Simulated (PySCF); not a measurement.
Reaction (SMILES): C(=N)=O + 4 [H][H] (H2) → C (CH4) + N (NH3) + O (H2O)
B3LYP-D3(BJ)/def2-TZVP geometries, fixed; electronic energies without zero-point terms.
Largest species:
```
C
H 1 1.0892
H 1 1.0892 2 109.47
H 1 1.0892 2 109.47 3 120.00
H 1 1.0892 2 109.47 3 -120.00
```

Effect of the grid level at PBE0/aug-cc-pVTZ with PySCF, against the last row, where the energy of full hydrogenation is -83.18 kcal/mol. Cost is core time over that of grids.level: 0, rough, on shared machines of one kind.

```json
[
 {"setting": "grids.level: 0", "grid points, largest species": "3568", "largest shift of a total energy (mEh)": "-6.183", "shift of the energy of full hydrogenation (kcal/mol)": "-6.416", "cost": "1×"},
 {"setting": "grids.level: 1", "grid points, largest species": "15072", "largest shift of a total energy (mEh)": "-0.032", "shift of the energy of full hydrogenation (kcal/mol)": "-0.034", "cost": "2×"},
 {"setting": "grids.level: 2", "grid points, largest species": "32696", "largest shift of a total energy (mEh)": "-0.003", "shift of the energy of full hydrogenation (kcal/mol)": "-0.002", "cost": "3×"},
 {"setting": "grids.level: 3", "grid points, largest species": "53352", "largest shift of a total energy (mEh)": "-0.003", "shift of the energy of full hydrogenation (kcal/mol)": "-0.003", "cost": "3×"},
 {"setting": "grids.level: 4", "grid points, largest species": "91440", "largest shift of a total energy (mEh)": "0.000", "shift of the energy of full hydrogenation (kcal/mol)": "0.000", "cost": "4×"},
 {"setting": "grids.level: 5", "grid points, largest species": "137144", "largest shift of a total energy (mEh)": "0.000", "shift of the energy of full hydrogenation (kcal/mol)": "0.000", "cost": "5×"},
 {"setting": "grids.level: 7", "grid points, largest species": "287184", "largest shift of a total energy (mEh)": "0.000", "shift of the energy of full hydrogenation (kcal/mol)": "0.000", "cost": "10×"}
]
```

Within 0.1 kcal/mol in the energy of full hydrogenation: grids.level: 1; grids.level: 2; grids.level: 3; grids.level: 4; grids.level: 5. The largest shift is 6.183 mEh in a total energy and 6.416 kcal/mol in the difference.
